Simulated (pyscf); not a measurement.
Structures and frequencies: ωB97X-D3(BJ)/def2-SVP in PySCF.

### Question
What is the homolytic dissociation enthalpy (298 K, ωB97M-D3(BJ)/def2-TZVP) of the C–H bond of cyclic C₄H₈ (SMILES CC1CC1), to cyclic C₄H₇ (SMILES C[C]1CC1) [doublet] + H•?

### Answer
C–H to cyclic C₄H₇ (SMILES C[C]1CC1) [doublet] + H•: 105.1 kcal/mol. The 7 functionals that were run give +98.7 (r²SCAN) to +105.1 kcal/mol (ωB97M-D3(BJ)). cyclic C₄H₈ (SMILES CC1CC1) lies 8.4 kcal/mol over its isomer H₂C=C(CH₃)–CH₃, and others may lie lower still (electronic energy, ωB97M-D3(BJ)). cyclic C₄H₇ (SMILES C[C]1CC1) [doublet] lies 26.3 kcal/mol over its isomer •H₂C–CH=CH–CH₃, and others may lie lower still (electronic energy, ωB97M-D3(BJ)).
